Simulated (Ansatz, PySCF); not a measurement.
This PySCF input computes a PBE0/def2-TZVPD energy:

```python
from pyscf import gto, scf, dft

mol = gto.M(
    atom='''
    C     0.05391172    0.80080368   -0.10182354
    N    -0.07202677   -0.70518643   -0.08531619
    H     0.20860883   -1.14742715    0.80112789
    H    -1.05121284   -0.94323814   -0.19400284
    H    -0.09433519    1.20392142    0.92877463
    H     1.11765621    1.01822688   -0.32774514
    ''',
    basis='def2-tzvpd',
    charge=-1,
    spin=0,
    verbose=4,
)

mf = dft.RKS(mol, xc='pbe0').density_fit(auxbasis='def2-universal-jkfit')
mf.grids.level = 3
mf.conv_tol = 1e-9
mf.max_cycle = 100
mf.max_memory = 1500
mf.kernel()
if not mf.converged:
    mf = mf.newton()
    mf.kernel(mf.make_rdm1())
mf.analyze()
```

Question: Write an input for the same energy in Ansatz (a quantum-chemistry and plane-wave program) and say what it gives.

Answer: 
Ansatz 0.2 input:
```yaml
crystal:
  periodic: [false, false, false]
  atoms:
    - {symbol: C, position_ang: [0.05391172, 0.80080368, -0.10182354]}
    - {symbol: N, position_ang: [-0.07202677, -0.70518643, -0.08531619]}
    - {symbol: H, position_ang: [0.20860883, -1.14742715, 0.80112789]}
    - {symbol: H, position_ang: [-1.05121284, -0.94323814, -0.19400284]}
    - {symbol: H, position_ang: [-0.09433519, 1.20392142, 0.92877463]}
    - {symbol: H, position_ang: [1.11765621, 1.01822688, -0.32774514]}
basis:
  gaussian:
    orbitals: def2-TZVPD
hamiltonian:
  xc: {name: PBE0}
total_charge: -1
output: {forces: true}
```
It gives -95.09363 Eh, and PySCF -95.09367 Eh, a difference of 0.04 mEh, from the treatment of integrals and grids.

It need not be the lowest isomer of its formula. Whether it binds its extra electron was not tested at this geometry.
